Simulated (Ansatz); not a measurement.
# AlSiCl+ (doublet): wave-function methods side by side, def2-QZVPP

One table from this session's results is given with a row withheld; the runs are named, their logs left out.

Method: def2-QZVPP, core rule «outside noble gas», up to 15 orbitals frozen; program: Ansatz 0.2.0, Gaussian basis.

Plan: UHF; ROHF; CCSD(T) on UHF.

2 further runs of the same task are left out: 2 set aside as unsound or not needed.

**The geometry**

The geometry is a PBE0/def2-TZVP stationary point (not a proven minimum) of the parent state, kept for this charge and spin.

3 atoms, charge 1, spin multiplicity 2.

Atoms are counted from 1 here; the program's logs count them from 0.

Bond lengths: Cl1–Al2 2.097 Å, Al2–Si3 2.363 Å. Angles: Cl1–Al2–Si3 180.0°.

Set-up of the first run:

in.yaml

```yaml
crystal:
  periodic: [false, false, false]
  atoms:
    - {symbol: Cl, position_ang: [0.000000, 0.000000, -2.185400]}
    - {symbol: Al, position_ang: [0.000000, 0.000000, -0.088700]}
    - {symbol: Si, position_ang: [0.000000, 0.000000, 2.274100]}
basis:
  gaussian: {orbitals: "def2-QZVPP.json"}
total_charge: 1
magnetization: {spin_polarized: true, initial_magnetization: 1}
hamiltonian: {xc: hf}
output: {orbitals: {seedname: orbitals}}
```

The run is started by

```sh
$ ansatz run in.yaml --threads 1 --pin off --events-out ev --progress --plain --max-ram 2393MiB
```

Steps of the session up to this table: UHF; ROHF; CCSD(T) on UHF.

One table of the session follows, with a row left open; its other results are not shown here.

| method | from UCCSD(T) (kcal/mol) |
| --- | --- |
| ROHF | ? |
| UHF | +238.74 |
| UMP2 | +38.11 |
| UCCSD | +11.55 |
| UCCSD(T) | 0 |

Estimate the missing values for ROHF.

**Answer.** from UCCSD(T) (kcal/mol): +242.43. In the column «from UCCSD(T) (kcal/mol)» it is the highest.
